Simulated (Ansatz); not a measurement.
**H₂S (triplet): the correlation ladder at distance H1–H2 along a hydrogen transfer = 1.190 Å, 6-31G**

How much of the correlation energy of H₂S (triplet) does each wave-function method recover here?

Method: 6-31G, core rule «outside noble gas», up to 5 orbitals frozen; program: Ansatz 0.2.0, Gaussian basis.

To be run: UHF; CCSD(T) on ROHF; CCSD(T) on UHF; BCCD(T) on ROHF; CISD; CCSDT(Q) on ROHF; CCSDT(Q) on UHF; CISDTQ; CCSDTQ on ROHF; CCSDTQ on UHF; CASSCF and MRCISD+Q, 4 electrons in 4 orbitals; CASSCF and NEVPT2, 4 electrons in 4 orbitals; CASSCF and MRCISD+Q, 8 electrons in 6 orbitals; CASSCF and NEVPT2, 8 electrons in 6 orbitals; Full CI.

3 further runs of the same task are left out: 3 that didn't finish.

### 1 What is computed

The geometry derives from fragments relaxed apart (PBE0/def2-TZVP) and kept rigid, so it is no stationary point. A hydrogen atom is moved between rigid fragments.

3 atoms, charge 0, spin multiplicity 3.

Atoms are counted from 1 here; the program's logs count them from 0.

Bond lengths: H2–S3 1.558 Å.

### 2 UHF

in.yaml

```yaml
crystal:
  periodic: [false, false, false]
  atoms:
    - {symbol: H, position_ang: [0.000000, 0.000000, -1.312667]}
    - {symbol: H, position_ang: [0.000000, 0.000000, -0.122667]}
    - {symbol: S, position_ang: [0.000000, 0.000000, 1.435333]}
basis:
  gaussian: {orbitals: 6-31G}
magnetization: {spin_polarized: true, initial_magnetization: 2}
hamiltonian: {xc: hf}
output: {orbitals: {seedname: orbitals}}
```

The run is started by

```
$ ansatz run in.yaml --threads 1 --pin off --events-out ev --progress --plain --max-ram 2393MiB
```

After this run come: CCSD(T) on ROHF; CCSD(T) on UHF; BCCD(T) on ROHF; CISD; CCSDT(Q) on ROHF; CCSDT(Q) on UHF; CISDTQ; CCSDTQ on ROHF; CCSDTQ on UHF; CASSCF and MRCISD+Q, 4 electrons in 4 orbitals; CASSCF and NEVPT2, 4 electrons in 4 orbitals; CASSCF and MRCISD+Q, 8 electrons in 6 orbitals; CASSCF and NEVPT2, 8 electrons in 6 orbitals; Full CI.

Q: Predict the results of all the runs planned. Wanted: FCI below the RHF energy; RMP2 from FCI; UMP2 from FCI; RCCSD from FCI; RCCSD(T) from FCI; UCCSD(T) from FCI; RCCSDT(Q) from FCI; UCCSDT(Q) from FCI; NEVPT2 pair from FCI.

The runs gave:

| quantity | value |
| --- | --- |
| FCI below the RHF energy | -1.8444 eV |
| RMP2 from FCI | +48.2 kJ/mol |
| UMP2 from FCI | +44.6 kJ/mol |
| RCCSD from FCI | +2.2 kJ/mol |
| RCCSD(T) from FCI | +0.7 kJ/mol |
| UCCSD(T) from FCI | +0.6 kJ/mol |
| RCCSDT(Q) from FCI | 0.0 kJ/mol |
| UCCSDT(Q) from FCI | 0.0 kJ/mol |
| NEVPT2 pair from FCI | +19.1 kJ/mol |
| MRCISD+Q pair from FCI | +1.0 kJ/mol |
| NEVPT2 valence from FCI | +23.9 kJ/mol |
| levels within 1 kcal/mol (43 meV) | RCCSD, UCCSD, RCCSD(T), UCCSD(T), BCCD(T), RCCSDT, UCCSDT, CISDTQ, RCCSDT(Q), UCCSDT(Q), RCCSDTQ, UCCSDTQ, MRCISD pair, MRCISD+Q pair, MRCISD valence, MRCISD+Q valence |
| T1 diagnostic | 0.038 |
| effectively unpaired electrons | 2.03 |

In words: RCCSD(T) misses by +0.7 kJ/mol, 0.4 % of the correlation energy. One determinant dominates. Of the multireference levels listed MRCISD+Q valence comes nearest in total energy (+0.8 kJ/mol), which doesn't show that its space is the better one. These misses are within one basis, not against nature; the frozen cores of restricted and unrestricted runs differ, which can shift their rows.
